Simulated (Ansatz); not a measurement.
A nudged elastic band was laid between two geometries of CH6MgSi + H2 (11 atoms, charge 0, multiplicity 1).

Computed with RKS r2SCAN/6-31G* (Ansatz).

```
movable images  : 9
climbing image  : yes
spring          : 5.0 eV/Å²
optimiser       : quadratic models (default)
start path      : through a guess of the saddle point
force threshold : 0.05 eV/Å
iteration limit : 60
end points      : relaxed
```

Image 0:

```xyz
11
Properties=species:S:1:pos:R:3
Mg 0.067 -0.403 -0.400
Si 1.987 -0.441 1.339
C -1.464 -0.400 -1.819
H -1.032 1.902 1.228
H -1.547 1.854 0.693
H 1.518 -0.679 2.745
H 2.754 0.847 1.413
H 3.030 -1.491 1.103
H -2.453 -0.536 -1.359
H -1.507 0.546 -2.378
H -1.353 -1.199 -2.566
```

Image 10:

```xyz
11
Properties=species:S:1:pos:R:3
Mg -1.213 0.662 0.010
Si 1.821 -0.150 1.416
C -1.635 -0.206 -1.845
H 0.817 -0.515 0.363
H -1.067 1.501 1.519
H 1.243 -0.434 2.751
H 2.161 1.285 1.263
H 3.021 -0.995 1.174
H -2.541 0.205 -2.314
H -0.817 -0.061 -2.567
H -1.789 -1.293 -1.770
```

What changes between the two ends?

Bonds broken: Mg1–Si2, H4–H5. Bonds formed: Mg1–H5, Si2–H4. CH6MgSi + H2 becomes CH4Mg + H4Si.

What energy profile does the band end with?

The forces met the threshold. The highest image is number 5 of 0 to 10, 1.30 eV above the first end and 1.25 eV above the last; the last end lies 0.05 eV above the first. A vibrational analysis at the climbing image gives 2 clearly imaginary modes (1166i, 59i cm⁻¹): a point of higher order, so a lower path passes nearby. The orbitals stay closed-shell, which can raise the energy where a bond breaks towards radicals; this wasn't checked here.

| image | path coordinate (Å) | energy (eV) | Mg1–Si2 (Å) | H4–H5 (Å) | Mg1–H5 (Å) |
| --- | --- | --- | --- | --- | --- |
| 0 | 0.00 | 0.00 | 2.59 | 0.74 | 2.98 |
| 1 | 0.68 | 0.00 | 2.59 | 0.74 | 3.13 |
| 2 | 1.36 | 0.02 | 2.59 | 0.74 | 3.17 |
| 3 | 2.05 | 0.13 | 2.58 | 0.75 | 2.72 |
| 4 | 2.73 | 0.51 | 2.62 | 0.78 | 2.25 |
| 5 | 3.41 | 1.30 | 2.86 | 1.14 | 1.86 |
| 6 | 4.39 | 0.26 | 3.46 | 2.17 | 1.73 |
| 7 | 5.37 | 0.09 | 3.85 | 2.90 | 1.73 |
| 8 | 6.35 | 0.07 | 3.73 | 3.07 | 1.73 |
| 9 | 7.33 | 0.05 | 3.48 | 2.99 | 1.73 |
| 10 | 8.31 | 0.05 | 3.44 | 2.99 | 1.73 |

What is the geometry of the highest image?


```xyz
11
Properties=species:S:1:pos:R:3:forces:R:3
Mg -0.779 0.348 -0.087 0.00 0.00 -0.01
Si 1.646 -0.074 1.364 -0.01 0.00 -0.01
C -1.483 -0.325 -1.924 0.00 0.02 0.00
H -0.003 0.834 1.486 -0.01 0.00 0.00
H -1.022 1.351 1.462 0.00 0.00 0.02
H 1.697 -0.540 2.783 0.01 0.00 0.00
H 2.682 0.995 1.218 0.00 0.00 0.00
H 2.121 -1.237 0.538 0.00 0.00 0.01
H -2.563 -0.519 -1.894 0.00 -0.01 -0.01
H -1.310 0.419 -2.713 0.00 -0.01 0.01
H -0.986 -1.251 -2.235 0.00 -0.01 0.00
```

Run time: 7.3 min on 2 threads of Intel(R) Xeon(R) Processor @ 2.70GHz (shared host), peak memory 0.16 GiB.
